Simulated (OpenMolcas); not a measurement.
# How methods differ on BHF2 (SMILES FBF)

BHF2: 4 atoms, total charge 0, spin state singlet. As SMILES, `FBF`. Geometry: relaxed at PBE0-D4/def2-TZVP.

```xyz
4

F     1.1543    0.4569   -0.3619
B    -0.0019   -0.0310    0.0252
F    -1.0954    0.5287   -0.4389
H    -0.0570   -0.9546    0.7756
```

Each level gives the energy change with the F1–B2 bond stretched from 1.313 to 1.642 Å (eV). The values are calculated.

| level | kind | program | value (eV) | less FCI/STO-3G | CPU time (all runs) |
| --- | --- | --- | --- | --- | --- |
| HF/STO-3G (restricted) | Hartree–Fock | OpenMolcas | 1.99 | +0.42 | 3.5 s |
| SVWN5/STO-3G (restricted) | LDA | OpenMolcas | 1.61 | +0.04 | 7.4 s |
| B3LYP/STO-3G (restricted) | global hybrid | OpenMolcas | 1.57 | 0.00 | 8 s |
| M06-2X/STO-3G (restricted) | hybrid meta-GGA | OpenMolcas | 1.76 | +0.19 | 9.5 s |
| PBE0/STO-3G (restricted) | global hybrid | OpenMolcas | 1.66 | +0.09 | 7.8 s |
| B2PLYP/STO-3G (restricted) | double hybrid | OpenMolcas | 1.67 | +0.10 | 7.7 s |
| MP2/STO-3G (restricted) | perturbation theory | OpenMolcas | 1.81 | +0.24 | 3.6 s |
| FCI/STO-3G | exact in the basis | OpenMolcas | 1.57 | 0.00 | 3 min |

FCI/STO-3G is exact within its basis and frozen core, so for wave-function methods in that basis the difference is their error; functionals converge differently with the basis, so for them it is only a difference. The first shape isn't each level's own minimum. The values span 1.57 to 1.99 eV. All rows use very small basis sets, so even the best lies far from the true value. CPU times are rough (shared hosts, several kinds of processor): they show what a rung costs within a factor of a few.
